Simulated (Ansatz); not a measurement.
Which is lower?

Two relaxed structures of Si2H4O, singlet (PBE0-D4/def2-TZVP; forces vanish, vibrations not checked).

A:

```xyz
7
angstrom
O -0.7763 -0.4649 0.7193
Si -0.6015 -0.0794 -0.9222
Si 0.7868 0.1904 0.7504
H -0.6119 -1.2560 -1.8256
H -1.5475 0.9559 -1.4058
H 0.9074 1.4329 1.5518
H 1.8429 -0.7790 1.1320
```

B:

O1  (0.130, 0.078, -0.121)
Si2  (-0.761, -0.042, -1.477)
Si3  (1.287, 0.356, 0.990)
H4  (-1.044, -1.487, -1.696)
H5  (-1.997, 0.764, -1.269)
H6  (0.716, 1.291, 2.000)
H7  (1.669, -0.960, 1.573)
(Å)

Ansatz 0.2.0; basis: def2-TZVPP; cores frozen in the correlated methods. B3LYP uses VWN-RPA correlation.

Which structure is lower at CCSD(T), and by how much? (An estimate is asked for; the value comes from the calculation.)

Computed: A, by 125.4 kJ/mol (electronic energy, against the other). By their contacts, A is Si₂H₄O ([O]1[SiH2][SiH2]1) and B is Si₂H₄O ([SiH2][O][SiH2]).

All methods give the same order:

| method | E(B) − E(A) (kJ/mol) |
| --- | --- |
| PBE-D4 | 155.9 |
| r2SCAN-D4 | 174.7 |
| PBE0-D4 | 196.5 |
| B3LYP-D4 | 165.7 |
| wB97M-V | 232.1 |
| HF | 291.3 |
| MP2 | 172.9 |
| CCSD | 173.1 |
| CCSD(T) | 125.4 |

No T1 diagnostic of these runs exceeds 0.021. The restricted Hartree–Fock reference is unstable towards an unrestricted one at one or more of these structures. The program raised a doubt about the electronic state. A large double-excitation amplitude points to some diradical character; no triplet was computed.

Labels in which every atom is bracketed show which atoms are joined, not bond orders.

For scale, one of the runs: CCSD(T)/def2-TZVPP, 171 basis functions, launched by `ansatz run in.yaml --threads 2 --pin off --events-out ev --progress --plain --max-ram 4352MiB`. Time: 59 s of wall clock on 2 CPU threads of an Arm Neoverse V2; the host was shared. Peak host memory: 2.4 GiB.
